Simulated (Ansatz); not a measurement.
Born–Oppenheimer molecular dynamics of BFH2O (5 atoms, charge 0, multiplicity 1). It goes on from the last frame of an earlier run, with new velocities.

Theory: RKS CAM-B3LYP/cc-pVDZ (Ansatz 0.2.0).

```yaml
ensemble: NVE (velocity Verlet)
time_step: 0.5 fs
steps_asked: 166
starting_velocities_drawn_for: 700 K
seed: 442246
```

First frame:

```xyz
5
Properties=species:S:1:pos:R:3
B -0.004 -0.079 -0.063
H -0.071 -0.151 1.137
F 1.168 0.224 -0.633
O -1.086 -0.331 -0.827
H -1.808 -0.520 -0.231
```

Question: How far do the bonds stretch over the last three quarters of this one trajectory? (Pairs bonded in most of those frames.)

Answer: 
```tsv
bond	mean (Å)	spread (Å)	shortest	longest
B1–H2	1.223	0.079	1.11	1.33
B1–F3	1.332	0.019	1.30	1.37
B1–O4	1.349	0.022	1.31	1.39
O4–H5	0.966	0.013	0.95	0.99
```

Mean temperature of the second half: 396 K. The conserved energy stayed within 0.67 meV per atom of its start (net change 0.26 meV per atom), so the integration is sound. Over the second half the temperature averaged 0.57 of the 700 K drawn at the start: a run that starts near a minimum puts about half its kinetic energy into the potential. A run of 0.083 ps of so small a system gives no equilibrium averages.

Run time: 3 min on 1 thread of Arm Neoverse V1, with other jobs on the host, peak memory 0.093 GiB.
